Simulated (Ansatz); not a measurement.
A further run on (H3Si)2NH (Si2NH7).

```yaml
crystal:
  periodic: [false, false, false]
  atoms:
    - {symbol: Si, position_ang: [-0.480623, 1.018411, 1.091106]}
    - {symbol: H, position_ang: [0.373528, 2.052573, 1.725265]}
    - {symbol: H, position_ang: [-1.325934, 1.628381, 0.041934]}
    - {symbol: H, position_ang: [-1.362831, 0.466674, 2.151576]}
    - {symbol: N, position_ang: [0.500135, -0.189444, 0.332091]}
    - {symbol: Si, position_ang: [0.307364, -0.942880, -1.214529]}
    - {symbol: H, position_ang: [1.616263, -1.042120, -1.906012]}
    - {symbol: H, position_ang: [-0.624073, -0.107471, -2.003148]}
    - {symbol: H, position_ang: [-0.247361, -2.318219, -1.124671]}
    - {symbol: H, position_ang: [1.243522, -0.565895, 0.906407]}
basis:
  gaussian: {orbitals: def2-mTZVP}
hamiltonian: {xc: {name: r2SCANh}, dispersion: d3bjatm}
scf: {omitted_lower_state_checks: [starts]}
```

```sh
$ ansatz run in.yaml --threads 4 --pin off --events-out ev --progress --plain --max-ram 3916MiB
```

Shortened log:

```
Functional definition: r2SCANh
874 factors; their error is unknown
mean field evaluation 1: about -17351.4459 eV, gradient 6.0e1 eV
mean field evaluation 2: about -17336.8545 eV, gradient 9.4e1 eV
mean field evaluation 4: about -17358.0006 eV, gradient 1.1e0 eV
mean field evaluation 8: about -17358.0476 eV, gradient 9.1e-2 eV
mean field -17358.04759138 eV, -637.8964832759 hartree, gradient 2.3e-5 eV, S^2 0.000000; 0 other end points of the search recorded, 0 dependent functions left out
reference -17358.04760404 eV, -637.8964837411 hartree; 21, 21 occupied and 63, 63 virtual orbitals, 874 factors
Total energy: -17358.10622284 eV, -637.8986379424 hartree
Checks for a lower state left out: starts
```

Run time 0.55 s (4 threads of AMD EPYC 9R45 on a shared host).
